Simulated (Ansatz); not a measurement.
# Scan of [SiH₃···H···NH], triplet

Starting geometry:

```csv
atom,x (Å),y (Å),z (Å)
Si,-1.0360,0.0215,0.0000
H,-1.5309,1.4212,0.0000
H,-1.5309,-0.6784,1.2122
H,-1.5309,-0.6784,-1.2122
H,0.4486,0.0215,0.0000
N,2.1980,0.0215,0.0000
H,2.4671,-0.9828,0.0000
```

From there H5 is moved from one fragment to the other while all else, the fragments' distance too, stays fixed, so the hump isn't the reaction's barrier; atoms are numbered as listed. Energies are in eV, counted from the starting geometry at the same level. Kohn–Sham curves are unrestricted where that lies lower.

Basis cc-pVDZ; Ansatz 0.2.0. Only valence electrons are correlated (noble-gas cores frozen). R marks a restricted (for open shells ROHF) determinant, U an unrestricted one.

In so small a basis the reference is far from its limit while semilocal and hybrid functionals are nearer theirs (RPA and double hybrids share much of the reference's basis error), so the functionals' errors here hold much of the reference's basis and frozen-core error, which can add to them or hide them.

Full CI isn't at hand for all of this; UCCSDT(Q) serves as the reference, and is uncertain by about the last step of the cluster series.

```json
{"distance Si1-H5 (Å)": "1.485", "UCCSDT(Q)": "0.000", "PBE": "0.000", "r2SCAN": "0.000", "PBE0": "0.000", "B3LYP": "0.000", "r2SCANh": "0.000", "wB97M-V": "0.000", "B2PLYP": "0.000", "RPA-PBE": "0.000"}
{"distance Si1-H5 (Å)": "1.586", "UCCSDT(Q)": "0.107", "PBE": "-0.026", "r2SCAN": "0.015", "PBE0": "0.033", "B3LYP": "0.038", "r2SCANh": "0.033", "wB97M-V": "0.076", "B2PLYP": "0.077", "RPA-PBE": "0.095"}
{"distance Si1-H5 (Å)": "1.789", "UCCSDT(Q)": "0.423", "PBE": "0.013", "r2SCAN": "0.124", "PBE0": "0.192", "B3LYP": "0.203", "r2SCANh": "0.179", "wB97M-V": "0.324", "B2PLYP": "0.321", "RPA-PBE": "0.343"}
{"distance Si1-H5 (Å)": "1.991", "UCCSDT(Q)": "0.278", "PBE": "-0.180", "r2SCAN": "-0.075", "PBE0": "0.007", "B3LYP": "0.041", "r2SCANh": "-0.018", "wB97M-V": "0.161", "B2PLYP": "0.149", "RPA-PBE": "0.188"}
{"distance Si1-H5 (Å)": "2.194", "UCCSDT(Q)": "-0.056", "PBE": "-0.351", "r2SCAN": "-0.328", "PBE0": "-0.273", "B3LYP": "-0.210", "r2SCANh": "-0.304", "wB97M-V": "-0.145", "B2PLYP": "-0.170", "RPA-PBE": "-0.084"}
```

Judged by the spread of the error over the points with a reference (largest less smallest), which of these follows UCCSDT(Q) best and which worst?

Subtracting the UCCSDT(Q) column from each: best RPA-PBE (errors from -0.090 to 0.000, spread 0.090 eV), worst PBE (from -0.458 to 0.000, spread 0.458 eV). Functionals and wave-function methods converge differently with the basis, so part of this is basis effect.
